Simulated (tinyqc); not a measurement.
A ladder of methods, and size consistency: correlation methods against full CI in the sto-6g basis, for HF, spin multiplicity 1. Computed by the program tinyqc with PySCF. All electrons correlated; +Q is the Davidson correction (1 - c0^2) E_corr. The last columns treat two copies 100 angstrom apart as one system. FCI is the lowest singlet.

Geometry (angstrom):
```
atom       x       y       z
F     0.0000  0.0000  0.0000
H     0.0000  0.0000  1.2020
```

RHF energy of one = -99.451539 hartree

Correlation energies (hartree):
```
method   E_corr of one  share of FCI (%)  E_corr of two at 100 angstrom  two minus twice one (mhartree)
MP2           -0.03324            59.835                       -0.06648                           0.000
CISD          -0.05555           100.000                       -0.10596                           5.145
CISD+Q        -0.05838           105.094                       -0.11534                           1.430
CCSD          -0.05555           100.000                       -0.11111                           0.000
CCSD(T)       -0.05555           100.000                       -0.11111                           0.000
FCI           -0.05555           100.000                              -                               -
```

What does the comparison show, and why?

MP2 recovers 60 %, CISD 100.0 % and CCSD 100.0 % of the FCI value (c0^2 = 0.949 in CISD). MP2 and coupled cluster are size consistent, so their last column vanishes; CISD loses 5.14 mhartree, since a double excitation on each copy is a quadruple of the pair, and the Davidson correction leaves +1.43. With two electrons, or one virtual orbital, CISD and CCSD are exact for one copy, so +Q overshoots there.
